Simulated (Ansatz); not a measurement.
We consider fcc Ca, described by LDA (PAW; Ansatz, a quantum-chemistry and plane-wave program).

Numerical settings: plane-wave cutoff 520 eV, 20×20×20 k mesh, Fermi–Dirac smearing 0.041 eV (set by the program), scalar-relativistic PAW data made under PBE.

Cell (measured lattice):

```
CELL_PARAMETERS angstrom
      0.00000     2.79400     2.79400
      2.79400     0.00000     2.79400
      2.79400     2.79400     0.00000
ATOMIC_POSITIONS crystal
  Ca 0.00000 0.00000 0.00000
```

Question: Give the computed elastic constant C44, elastic constant C12, Poisson ratio, Voigt–Reuss–Hill shear modulus (Hill average), Voigt–Reuss–Hill bulk modulus and elastic constant C11.

Answer: 
- elastic constant C44: 11.4 GPa
- elastic constant C12: 9.56 GPa
- Poisson ratio: 0.250
- Voigt–Reuss–Hill shear modulus (Hill average): 7.19 GPa
- Voigt–Reuss–Hill bulk modulus: 12.0 GPa
- elastic constant C11: 16.8 GPa

Measured, for comparison: elastic constant C44 16 GPa (temperature not stated, no zero-point or thermal correction; as tabulated in Jones et al. (2010), arXiv:1012.0803). Computed (rounded) less measured: elastic constant C44 -29 %.

Note: the cell isn't this level's own, so it is under some stress, which shifts stiffness and frequencies.

Elastic constants are with the ions relaxed.

Computed values are for the static lattice.

Cost on a shared machine: roughly 3 core-minutes.
